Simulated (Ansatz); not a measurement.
# How far each method lies from UCCSDT(Q) for H$_{3}$C–S, doublet

Geometry: displaced at random from a stationary point.

```xyz
5

C     0.1093   -0.0014    1.1824
S    -0.0485    0.0070   -0.5879
H     1.0718   -0.0254    1.4988
H    -0.3633    0.8176    1.6088
H    -0.4664   -0.9981    1.5059
```

Basis cc-pVDZ; Ansatz 0.2.0. Correlated methods freeze the noble-gas cores, which leaves 13 electrons in 41 orbitals. Prefix R: restricted or restricted open-shell reference; prefix U: unrestricted.

Full CI isn't at hand for all of this; UCCSDT(Q) serves as the reference, and is uncertain by about the last step of the cluster series. The frozen core follows each run's orbitals, which can shift R against U totals by a few meV.

For open shells CISD is restricted-active-space CI with the open shells as a complete middle space.

* UHF ⟨S²⟩: 0.760
* T1 diagnostic (RCCSD): 0.0133
* largest doubles amplitude (RCCSD): 0.039
* T1 diagnostic (UCCSD): 0.0101

| level | E − E(UCCSDT(Q)) (kcal/mol) | share of correlation (%) | wall time |
| --- | --- | --- | --- |
| RHF | 188.50 | 0.00 | – |
| UHF | 185.75 | 1.46 | – |
| RMP2 | 25.99 | 86.21 | – |
| UMP2 | 26.39 | 86.00 | – |
| CISD | 20.27 | 89.25 | 4.2 s |
| RCCSD | 5.24 | 97.22 | – |
| UCCSD | 5.17 | 97.26 | – |
| RCCSD(T) | 0.72 | 99.62 | 4.8 s |
| UCCSD(T) | 0.72 | 99.62 | 4.9 s |
| BCCD(T) | 0.70 | 99.63 | 5.5 s |
| RCCSDT | 0.29 | 99.85 | – |
| UCCSDT | 0.28 | 99.85 | – |
| RCCSDT(Q) | 0.01 | 100.00 | 1.9 min |

The correlation energy at UCCSDT(Q), counted from RHF, is -8.174 eV. That run took 1.7 min on 1 thread of Arm Neoverse V1, shared host.

Times hold each run's SCF and search for its determinant on a shared host, so for small cases they say little of a method's own cost; they ran on 1 thread of Arm Neoverse V1.
